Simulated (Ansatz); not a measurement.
System: H₂P, doublet: symmetric bend, bond length relaxed. Scanned: H-P-H angle. Other coordinates (P-H bond length) were minimised at B3LYP/def2-TZVP.

Calculation: Ansatz (a quantum-chemistry and plane-wave program) with full CI/cc-pVDZ, frozen core.

Scanned values (°): 180, 169.43, 161.76, 147.65, 140.13, 129.83, 118.41, 108.15, 101.79, 90.23, 81.60, 70.20, 60.

Task: At which scan points does the profile have its minima and maxima, and how high do they lie?

Result: Lower than their neighbours: 90.23° (0.0 mEh). Higher than their neighbours: 180° (119.9 mEh, end of the scan), 60° (26.3 mEh, end of the scan). The whole profile spans 119.9 mEh.
